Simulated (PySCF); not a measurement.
Job file and geometry (Å, from PBE0-D3(BJ)/def2-SVP) of a spin–spin coupling run on `c1cc(O)oc1`, C4H4O2, B3LYP/pcJ-1 indirect spin-spin coupling, non-relativistic, gas phase in PySCF 2.14.0, density-fitted response routines; density fitting, a coarse starting grid and PySCF grid level 2 are the driver's defaults:

```
{"job": {"kind": "j", "xc": "B3LYP", "basis": "pcJ-1"}, "charge": 0, "multiplicity": 1}
O      1.944217    -0.442900    -0.508355
C      0.664544    -0.279334    -0.182471
C     -0.103846     0.840895    -0.064277
C     -1.400982     0.359805     0.317840
C     -1.312246    -0.993119     0.398420
O     -0.039313    -1.387722     0.088911
H      2.148407    -1.385583    -0.480626
H      0.217782     1.864866    -0.228511
H     -2.289937     0.957756     0.508441
H     -2.009094    -1.787083     0.647406
```

Task: Write the output of this run.

Result: 
```
coarse grid: 9000 points
cycle   1  E = -305.0845593355  dE =  1.217e+00  |g| = 7.569e-01  |ddm| = 2.975e+00
cycle   2  E = -305.0040829712  dE =  8.048e-02  |g| = 1.027e+00  |ddm| = 9.958e-01
cycle   3  E = -305.1861959108  dE = -1.821e-01  |g| = 8.071e-02  |ddm| = 5.688e-01
cycle   4  E = -305.1873206374  dE = -1.125e-03  |g| = 3.741e-02  |ddm| = 8.238e-02
cycle   5  E = -305.1876021168  dE = -2.815e-04  |g| = 1.285e-02  |ddm| = 3.235e-02
cycle   6  E = -305.1876280779  dE = -2.596e-05  |g| = 5.585e-03  |ddm| = 1.132e-02
cycle   7  E = -305.1876343018  dE = -6.224e-06  |g| = 6.120e-04  |ddm| = 3.907e-03
final grid: 88736 points
cycle   8  E = -305.2541872395  dE = -1.471e-04  |g| = 5.761e-03  |ddm| = 1.633e-02
cycle   9  E = -305.2541807120  dE =  6.527e-06  |g| = 7.663e-03  |ddm| = 7.823e-03
cycle  10  E = -305.2541920947  dE = -1.138e-05  |g| = 1.758e-03  |ddm| = 5.665e-03
cycle  11  E = -305.2541926391  dE = -5.444e-07  |g| = 7.210e-04  |ddm| = 1.784e-03
cycle  12  E = -305.2541927524  dE = -1.134e-07  |g| = 1.833e-04  |ddm| = 5.774e-04
cycle  13  E = -305.2541927588  dE = -6.346e-09  |g| = 2.024e-05  |ddm| = 1.210e-04
cycle  14  E = -305.2541927588  dE = -3.593e-11  |g| = 1.550e-05  |ddm| = 2.405e-05
converged SCF energy = -305.2541927588

Indirect spin-spin couplings (Hz)
  i      j    bonds     total        FC       PSO       DSO        SD
  0 O    1 C    1     24.453    20.950     3.649    -0.146         -
  0 O    2 C    2    -10.432   -11.636     1.172     0.032         -
  0 O    3 C    3     -1.644    -1.784     0.080     0.061         -
  0 O    4 C    3      0.930     0.080     0.777     0.074         -
  0 O    6 H    1    -81.709   -70.074   -11.268    -0.367         -
  0 O    7 H    3      0.731     0.513     0.146     0.072         -
  0 O    8 H    4     -0.855    -0.956    -0.141     0.241         -
  0 O    9 H    4      0.572     0.407    -0.099     0.264         -
  1 C    2 C    1     97.322   103.963    -6.982     0.341         -
  1 C    3 C    2      6.309     6.295    -0.033     0.048         -
  1 C    4 C    2      6.791     6.571     0.214     0.007         -
  1 C    5 O    1     23.433    16.069     7.540    -0.176         -
  1 C    6 H    2     -5.800    -5.184    -0.171    -0.446         -
  1 C    7 H    2      6.886     8.005    -0.895    -0.224         -
  1 C    8 H    3      9.939    10.066     0.364    -0.491         -
  1 C    9 H    3      8.329     8.347     0.600    -0.619         -
  2 C    3 C    1     59.521    63.788    -4.512     0.245         -
  2 C    4 C    2     -0.238    -0.408     0.171    -0.002         -
  2 C    5 O    2     -2.083    -2.973     0.872     0.018         -
  2 C    6 H    3      5.596     5.933     0.430    -0.768         -
  2 C    7 H    1    188.787   187.242     0.616     0.928         -
  2 C    8 H    2      4.695     5.356    -0.295    -0.366         -
  2 C    9 H    3      5.239     5.374     0.475    -0.610         -
  3 C    4 C    1     76.425    84.412    -8.235     0.247         -
  3 C    5 O    2      1.497     0.097     1.384     0.017         -
  3 C    6 H    4      0.733     0.906     0.337    -0.509         -
  3 C    7 H    2      4.502     5.150    -0.255    -0.393         -
  3 C    8 H    1    182.797   181.593     0.358     0.845         -
  3 C    9 H    2     12.643    13.658    -0.458    -0.557         -
  4 C    5 O    1     24.236    18.910     5.463    -0.138         -
  4 C    6 H    4     -0.921    -0.574     0.110    -0.457         -
  4 C    7 H    3      8.412     8.451     0.550    -0.589         -
  4 C    8 H    2     10.469    11.836    -0.966    -0.401         -
  4 C    9 H    1    217.129   216.260    -0.111     0.979         -
  5 O    6 H    3     -0.841    -1.392     0.731    -0.180         -
  5 O    7 H    3     -2.689    -2.849    -0.186     0.346         -
  5 O    8 H    3     -2.843    -3.101    -0.079     0.337         -
  5 O    9 H    2    -21.347   -22.007     0.524     0.136         -
  6 H    7 H    4     -0.333    -0.094     2.452    -2.691         -
  6 H    8 H    5      0.401     0.578     1.697    -1.874         -
  6 H    9 H    5      0.307     0.502     1.099    -1.294         -
  7 H    8 H    3      3.731     3.879     0.885    -1.032         -
  7 H    9 H    4      0.989     1.130     2.118    -2.259         -
  8 H    9 H    3      2.637     2.887     1.025    -1.276         -
```

Size and cost of the density-fitted run: 202 basis functions, 14 s wall time on 1 thread of an Arm Neoverse V1, shared host.
